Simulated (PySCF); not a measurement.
A PySCF script (with the pyscf-properties extension) for the NMR shieldings of SMILES BCB, CH6B2, on a PBE0-D3(BJ)/def2-SVP geometry:

```python
import basis_set_exchange as bse
import numpy as np
from pyscf import gto, dft
from pyscf.prop import nmr

atoms = """
B    -0.577893    1.146601   -0.092619
C    -0.447813   -0.397833   -0.223829
B     0.998717   -0.798246    0.179465
H    -0.837191    1.841051   -1.048980
H    -0.406756    1.678137    0.981121
H    -1.049827   -0.752382    0.641645
H    -0.801952   -0.813873   -1.174814
H     1.756145   -1.306533   -0.615711
H     1.393690   -0.584922    1.303351
"""
names = dict.fromkeys(["B", "C", "H"], "pcSseg-1")
basis = {el: gto.basis.parse(bse.get_basis(n, elements=[el], fmt="nwchem")) for el, n in names.items()}
mol = gto.M(atom=atoms, basis=basis, charge=0, verbose=0)
mf = dft.RKS(mol, xc="PBE0")
mf.grids.level = 2
mf.grids.alignment = dft.numint.BLKSIZE   # the property module wants whole blocks of grid points
mf.conv_tol = 1e-9
mf.kernel()

calc = nmr.RKS(mf)   # GIAO
C = mf.mo_coeff
Co = C[:, mf.mo_occ > 0]
resp = mf.gen_response(singlet=True, hermi=2)
def vind(x):   # induced exchange potential for any number of trial vectors
    d = np.einsum("pi,xij,qj->xpq", C, 2 * x.reshape(-1, C.shape[1], Co.shape[1]), Co, optimize=True)
    return np.einsum("xpq,pi,qj->xij", resp(d - d.transpose(0, 2, 1)), C, Co, optimize=True).ravel()
mo1, _ = nmr.rhf.solve_mo1(calc, with_cphf=vind)
sigma = calc.kernel(mo1)
for i, s in enumerate(sigma):   # ppm
    w = np.linalg.eigvalsh((s + s.T) / 2)
    print("%2d %-2s iso %8.1f  s11 %8.1f  s22 %8.1f  s33 %8.1f" % (i, mol.atom_pure_symbol(i), w.mean(), *w))
```

Problem. What does it print?

Solution. 
```
 0 B  iso     16.1  s11    -57.9  s22    -24.1  s33    130.1
 1 C  iso    120.9  s11     32.4  s22    129.8  s33    200.6
 2 B  iso     16.1  s11    -57.5  s22    -23.6  s33    129.5
 3 H  iso     23.6  s11     17.5  s22     26.6  s33     26.8
 4 H  iso     23.3  s11     16.6  s22     26.2  s33     27.1
 5 H  iso     27.8  s11     24.4  s22     27.9  s33     31.1
 6 H  iso     26.9  s11     26.3  s22     26.6  s33     27.7
 7 H  iso     23.7  s11     17.6  s22     26.6  s33     26.8
 8 H  iso     23.3  s11     16.6  s22     26.2  s33     27.1
```

These numbers come from an equivalent density-fitted implementation of the same equations, which agrees with the script to about 0.01 ppm for H and up to a few tenths of a ppm for heavy atoms, so last digits may differ.

Problem. Turn these shieldings into chemical shifts. Shifts are taken against calculated references (same method and geometry level): $^{11}$B (100.73 ppm) vs BF3·OEt2; TMS for $^{13}$C (184.41 ppm), $^{1}$H (31.27 ppm).

Solution. Averaging equivalent atoms: B 0/2: 84.6; C 1: 63.5; H 3/4/7/8: 7.79; H 5/6: 3.94 ppm. 

Size and cost of the density-fitted run: 81 basis functions, 3.7 s wall time on 1 thread of an x86-64 server CPU, shared host.
